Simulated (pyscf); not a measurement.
H₃Si–SiH=SiH–SiH₃ (SMILES [SiH3][SiH]=[SiH][SiH3]) + H₂ (SMILES [H][H]) → H₃Si–SiH₂–SiH₂–SiH₃ (SMILES [SiH3][SiH2][SiH2][SiH3]), an addition across a multiple bond or ene-type step (singlet surface; H–H broken, H–Si, H–Si formed). PySCF, gas phase, ωB97X-D3(BJ)/def2-SVP geometries. Energies in kcal/mol from the separated reactants.

Small-basis levels: PySCF, no dispersion term, spherical d functions. AM1 to PM7: differences of heats of formation from MOPAC. GFN2-xTB: tblite. Cost: rough CPU time at the saddle relative to B3LYP/6-31G*, from one job on a shared machine.

```
level                   barrier  reaction energy        cost
----------------------  -------  ---------------  ----------
HF/3-21G                   63.1            -43.2        0.06
HF/6-31G*                  50.4            -54.3         0.1
MP2/6-31G*                 44.6            -42.6         0.1
B3LYP/6-31G*               35.7            -45.0           1
M06-2X/6-31G*              32.8            -48.0           2
PBE/def2-SVP                ___            -44.8           2
GFN2-xTB                    ___            -57.9  under 0.02
AM1                        64.0            -30.9  under 0.02
PM6                        63.2             -1.5  under 0.02
ωB97M-D3(BJ)/def2-TZVP      ___            -48.5           –
```

### Question
Fill in the missing entries.

### Answer

- PBE/def2-SVP, barrier: 21.9
- GFN2-xTB, barrier: 40.5
- ωB97M-D3(BJ)/def2-TZVP, barrier: 25.1

Against the last row the barrier runs from -3.2 (PBE/def2-SVP) to +38.9 kcal/mol (AM1). ωB97M-D3(BJ)/def2-TZVP has limits of its own. At the saddle there is also a short H–Si contact that neither side keeps. H₃Si–SiH=SiH–SiH₃ lies 29.7 kcal/mol over its isomer cyclic H₈Si₄ (SMILES [SiH2]1[SiH2][SiH2][SiH2]1) (electronic energy, ωB97M-D3(BJ)). One saddle was located; it need not be the lowest between these sides.
